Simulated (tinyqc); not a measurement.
Inside a calculation. Method: RKS/LDA (PW92) in the sto-3g basis, for HF, spin multiplicity 1. One step of it, computed by the program tinyqc.

Problem. Iteration 2: building the Kohn-Sham matrix. J_ij = sum D_kl (ij|kl); F = H + J + V_xc; E = tr D H + tr D J / 2 + E_xc + E_nn.

D after iteration 1:
```
            1F 1s      1F 2s    1F 2px    1F 2py     1F 2pz      2H 1s
1F 1s    2.138194  -0.504346  0.000000  0.000000   0.025343  -0.011743
1F 2s   -0.504346   2.122983  0.000000  0.000000  -0.124512   0.019440
1F 2px   0.000000   0.000000  1.818476  0.000000   0.000000   0.000000
1F 2py   0.000000   0.000000  0.000000  1.818476   0.000000   0.000000
1F 2pz   0.025343  -0.124512  0.000000  0.000000   1.382368   0.493148
2H 1s   -0.011743   0.019440  0.000000  0.000000   0.493148   0.792284
```

core Hamiltonian H = T + V (hartree):
```
             1F 1s       1F 2s     1F 2px     1F 2py     1F 2pz      2H 1s
1F 1s   -40.387453   -9.475926   0.000000   0.000000  -0.005940  -0.559985
1F 2s    -9.475926  -10.865630   0.000000   0.000000  -0.074272  -1.436446
1F 2px    0.000000    0.000000  -8.552228   0.000000   0.000000   0.000000
1F 2py    0.000000    0.000000   0.000000  -8.552228   0.000000   0.000000
1F 2pz   -0.005940   -0.074272   0.000000   0.000000  -8.585145  -1.076339
2H 1s    -0.559985   -1.436446   0.000000   0.000000  -1.076339  -3.712965
```

Two-electron integrals (ij|kl) in chemists' order, unique and non-zero (hartree):
```
(11|11) 5.403501   (21|11) 0.841920   (21|21) 0.156299   (22|11) 1.268028
(22|21) 0.292344   (22|22) 0.926167   (31|31) 0.027998   (32|31) 0.043169
(32|32) 0.204588   (33|11) 1.264502   (33|21) 0.292403   (33|22) 0.925959
(33|33) 0.997514   (41|41) 0.027998   (42|41) 0.043169   (42|42) 0.204588
(43|43) 0.053770   (44|11) 1.264502   (44|21) 0.292403   (44|22) 0.925959
(44|33) 0.889973   (44|44) 0.997514   (51|51) 0.027998   (52|51) 0.043169
(52|52) 0.204588   (53|53) 0.053770   (54|54) 0.053770   (55|11) 1.264502
(55|21) 0.292403   (55|22) 0.925959   (55|33) 0.889973   (55|44) 0.889973
(55|55) 0.997514   (61|11) 0.049903   (61|21) 0.009193   (61|22) 0.017111
(61|33) 0.017089   (61|44) 0.017089   (61|51) 0.000344   (61|52) 0.000652
(61|55) 0.017157   (61|61) 0.000545   (62|11) 0.146333   (62|21) 0.034277
(62|22) 0.123811   (62|33) 0.121996   (62|44) 0.121996   (62|51) 0.002266
(62|52) 0.019041   (62|55) 0.127317   (62|61) 0.002045   (62|62) 0.021774
(63|31) 0.003341   (63|32) 0.020782   (63|53) 0.003849   (63|63) 0.003035
(64|41) 0.003341   (64|42) 0.020782   (64|54) 0.003849   (64|64) 0.003035
(65|11) 0.108451   (65|21) 0.025705   (65|22) 0.099638   (65|33) 0.095693
(65|44) 0.095693   (65|51) 0.004765   (65|52) 0.034715   (65|55) 0.107413
(65|61) 0.001583   (65|62) 0.021641   (65|65) 0.024444   (66|11) 0.360654
(66|21) 0.085798   (66|22) 0.358263   (66|33) 0.349130   (66|44) 0.349130
(66|51) 0.005716   (66|52) 0.069130   (66|55) 0.376345   (66|61) 0.005124
(66|62) 0.087661   (66|65) 0.102770   (66|66) 0.774606
```

nuclear repulsion = 3.26205130 hartree

V_xc (hartree):
```
            1F 1s      1F 2s     1F 2px     1F 2py     1F 2pz      2H 1s
1F 1s   -3.306051  -0.479406   0.000000   0.000000   0.000804  -0.028559
1F 2s   -0.479406  -0.912429   0.000000   0.000000   0.001509  -0.110499
1F 2px   0.000000   0.000000  -0.910240   0.000000   0.000000   0.000000
1F 2py   0.000000   0.000000   0.000000  -0.910240   0.000000   0.000000
1F 2pz   0.000804   0.001509   0.000000   0.000000  -0.900843  -0.087207
2H 1s   -0.028559  -0.110499   0.000000   0.000000  -0.087207  -0.404868
```

E_xc = sum of w rho eps_xc = -10.23241313 hartree

Give: Coulomb J; Kohn-Sham matrix F; total energy of this density.

Solution.

Coulomb J (hartree):
```
         1F 1s  1F 2s  1F 2px  1F 2py  1F 2pz  2H 1s
1F 1s   20.141  3.825   0.000   0.000   0.000  0.225
1F 2s    3.825  9.417   0.000   0.000   0.041  1.248
1F 2px   0.000  0.000   9.413   0.000   0.000  0.000
1F 2py   0.000  0.000   0.000   9.413   0.000  0.000
1F 2pz   0.000  0.041   0.000   0.000   9.399  1.012
2H 1s    0.225  1.248   0.000   0.000   1.012  3.937
```

Kohn-Sham matrix F (hartree):
```
          1F 1s   1F 2s  1F 2px  1F 2py  1F 2pz   2H 1s
1F 1s   -23.553  -6.130   0.000   0.000  -0.005  -0.363
1F 2s    -6.130  -2.361   0.000   0.000  -0.032  -0.299
1F 2px    0.000   0.000  -0.050   0.000   0.000   0.000
1F 2py    0.000   0.000   0.000  -0.050   0.000   0.000
1F 2pz   -0.005  -0.032   0.000   0.000  -0.087  -0.152
2H 1s    -0.363  -0.299   0.000   0.000  -0.152  -0.181
```

total energy of this density = -98.54860 hartree

This density is a damped mixture and is not idempotent, and it still holds part of the atomic start, so its energy may lie below the converged one.
